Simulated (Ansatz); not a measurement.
# NH$_{3}$ ··· CH$_{4}$

The pair of NH$_{3}$ (SMILES N, atoms 1–4) and CH$_{4}$ (SMILES C, atoms 5–9), both closed shells, in one local arrangement (a lower one may exist), relaxed at PBE0-D4/def2-TZVP:

```tsv
atom	x (Å)	y (Å)	z (Å)
N1	-0.0493	0.1662	-1.9247
H2	0.8559	-0.0200	-2.3388
H3	-0.7070	-0.4806	-2.3428
H4	-0.3232	1.0975	-2.2129
C5	0.0447	-0.1524	1.7606
H6	-0.7905	-0.7654	2.1015
H7	0.9808	-0.6212	2.0661
H8	-0.0267	0.8355	2.2173
H9	0.0154	-0.0598	0.6738
```

Ansatz 0.2.0; basis: def2-TZVPPD, with def2-QZVPPD for the basis limit; cores frozen in the correlated methods. B3LYP uses VWN-RPA correlation. Extrapolation: Hartree–Fock as exp(−7.88 √X), correlation as X^−2.97. Interaction energies count from these two fragments, frozen as in the pair, with the counterpoise correction; negative means bound.

(1) What is the interaction energy by CCSD(T) at an estimated basis limit (MP2 extrapolated from triple and quadruple zeta, plus CCSD(T) − MP2 in triple zeta)? (An estimate is asked for; the value comes from the calculation.)

(2) Which atoms make the shortest contact between the fragments?

No T1 diagnostic of these runs exceeds 0.009.

## Answers

(1) By the calculation: -0.68 kcal/mol. Hartree–Fock alone gives 0.38 kcal/mol at the basis limit, so without correlation the pair would not bind at this distance. It counts from the two fragments frozen as in the pair.

The same quantity by other methods in triple zeta, and each one's difference from that estimate:
```
   method  E_int (kcal/mol)  difference
   PBE-D4             -1.01       -0.34
revPBE-D4             -0.57        0.10
  BLYP-D4             -0.51        0.17
r2SCAN-D4             -0.49        0.19
   B97M-V             -0.78       -0.10
  PBE0-D4             -0.90       -0.23
 B3LYP-D4             -0.65        0.03
 HSE06-D4             -0.92       -0.24
  wB97X-V             -0.67        0.00
  wB97M-V             -0.64        0.03
   B2PLYP             -0.29        0.38
       HF              0.37        1.05
      MP2             -0.50        0.18
     CCSD             -0.41        0.27
  CCSD(T)             -0.56        0.12
```
Differences are method less estimate.

(2) N1 and H9, 2.61 Å apart.

Basis-set superposition shift (counterpoise-corrected less uncorrected): CCSD(T) 0.25; MP2 0.25; HF 0.06; PBE0-D4 0.08; wB97M-V 0.11 kcal/mol.

For scale, one of the runs: CCSD(T)/def2-TZVPPD, 193 basis functions (an equivalent command: `ansatz run in.yaml --threads 2`). Hardware: 2 CPU threads, shared host. Wall time 28 s; peak host memory 2.2 GiB.
